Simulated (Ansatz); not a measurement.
A made-up structure of C₂H₃Si, doublet:

```xyz
6
angstrom
C -1.4940 -0.8573 -0.7405
Si 1.1107 0.4974 0.5729
C -0.3897 0.3187 -0.2809
H -2.4214 -1.0623 -1.2525
H 1.7680 -0.6258 1.1412
H 1.7294 1.7655 0.7323
```

It is relaxed with PBE-D4/def2-SVP and then PBE0-D4/def2-TZVP (Ansatz 0.2.0). Atoms count as bonded within 1.22 times the sum of their covalent radii (H–H: 0.88 Å). The end point is not checked to be a true minimum.

Q: Does its bonding change? (A judgement: the text doesn't fix the answer.)

A: The calculation gives: No: no bond forms or breaks.

Where it ends: The first stage lowers the energy by 3.95 eV in 14 steps. It ends as C₂H₃Si ([CH][C][SiH2]):
C1  (-1.410, -0.509, -0.739)
Si2  (1.293, 0.331, 0.284)
C3  (-0.351, -0.160, -0.270)
H4  (-2.350, -0.815, -1.140)
H5  (1.797, -0.569, 1.350)
H6  (1.324, 1.759, 0.688)
(Å)

Labels in which every atom is bracketed show which atoms are joined, not bond orders.

For scale, one of the runs: PBE0-D4/def2-TZVP relaxation, 117 basis functions, launched by `ansatz run in.yaml --threads 2 --pin off --events-out ev --progress --plain --max-ram 4352MiB`. The run took about 16 s on 2 CPU threads of an Arm Neoverse V2 (shared host).
